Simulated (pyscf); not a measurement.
•HN–SiH(NH₂)–NH₂ (SMILES [NH][SiH](N)N) + H₂ (SMILES [H][H]) → •HN–SiH₂–NH₂ (SMILES [NH][SiH2]N) + NH₃ (SMILES N), a four-centre exchange (doublet surface; N–Si, H–H broken, H–Si, H–N formed). Single points on ωB97X-D3(BJ)/def2-SVP structures (PySCF, gas phase). Energies in eV from the separated reactants.

Small-basis levels: PySCF, no dispersion term, spherical d functions. AM1 to PM7: differences of heats of formation from MOPAC, which are fitted to 298 K values and so differ in kind from electronic energies by zero-point and thermal terms. GFN2-xTB: tblite. Open shells are spin-unrestricted. 

| level | barrier | reaction energy |
|---|---|---|
| HF/3-21G | 4.24 | +0.87 |
| MP2/6-31G* | 3.31 | +0.64 |
| BP86/6-31G* | 2.31 | +0.44 |
| PBE/6-31G* | 2.26 | +0.45 |
| B3LYP/3-21G | 2.86 | +0.90 |
| B3LYP/LANL2DZ | 2.75 | +0.56 |
| M06-2X/6-31G* | (withheld) | +0.58 |
| B3LYP/def2-SVP | 2.51 | +0.37 |
| GFN2-xTB | 1.85 | 0.00 |
| AM1 | 3.60 | +0.96 |
| PM6 | (withheld) | +1.86 |
| PM7 | 3.51 | +1.76 |
| ωB97M-D3(BJ)/def2-TZVP | (withheld) | +0.50 |

### Question
Complete the blanks.

### Answer

- M06-2X/6-31G*, barrier: 3.02
- PM6, barrier: 2.66
- ωB97M-D3(BJ)/def2-TZVP, barrier: 2.79

Against the last row the barrier runs from -0.95 (GFN2-xTB) to +1.45 eV (HF/3-21G). ωB97M-D3(BJ)/def2-TZVP has limits of its own. The same reactants have a lower exit, to H₂N–SiH(NH₂)–NH₂ + H• (barrier +0.34 eV at ωB97M-D3(BJ)/def2-TZVP, against +2.79 eV here). •HN–SiH(NH₂)–NH₂ lies 0.71 eV over its isomer H₂N–Si•(NH₂)–NH₂ (electronic energy, ωB97M-D3(BJ)/def2-TZVP). •HN–SiH₂–NH₂ lies 0.80 eV over its isomer H₂N–SiH•–NH₂ (electronic energy, ωB97M-D3(BJ)/def2-TZVP). One saddle was located; it need not be the lowest between these sides.
